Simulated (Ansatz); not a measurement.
Born–Oppenheimer molecular dynamics of CH5AlN (8 atoms, charge 1, multiplicity 1). It starts from a relaxed structure.

Computed with RKS B3LYP-D4/6-31G* in Ansatz.

```yaml
ensemble: NVE (Milne-controlled integrator)
time_step: 0.5 fs
steps_asked: 150
starting_velocities_drawn_for: 700 K
seed: 789555
```

First frame:

```xyz
8
Properties=species:S:1:pos:R:3
C -0.696 0.208 -0.562
N 0.674 0.473 0.125
Al -0.217 -1.214 0.621
H -0.596 0.126 -1.644
H -1.434 0.963 -0.294
H 1.460 0.536 -0.525
H 0.690 1.309 0.713
H 0.119 -2.400 1.568
```

Question: How far do the bonds stretch over the last three quarters of this one trajectory? (Pairs bonded in most of those frames.)

Answer: 
```tsv
bond	mean (Å)	spread (Å)	shortest	longest
C1–N2	1.553	0.049	1.48	1.64
C1–Al3	1.912	0.043	1.86	1.98
C1–H4	1.094	0.036	1.04	1.15
C1–H5	1.092	0.026	1.05	1.13
N2–Al3	1.967	0.031	1.91	2.01
N2–H6	1.024	0.012	1.00	1.04
N2–H7	1.024	0.014	1.00	1.05
Al3–H8	1.571	0.059	1.47	1.65
```

Mean temperature of the second half: 354 K. The conserved energy stayed within 0.034 meV per atom of its start (net change -0.0079 meV per atom), so the integration is sound. The temperature averaged 0.51 of the 700 K drawn at the start: a run that starts near a minimum puts about half its kinetic energy into the potential. A run of 0.075 ps of so small a system gives no equilibrium averages. Limits of this set-up: the dipole of an ion depends on the origin.

Run time: 4 min on 1 thread of Arm Neoverse V2, on a shared host, peak memory 0.11 GiB.
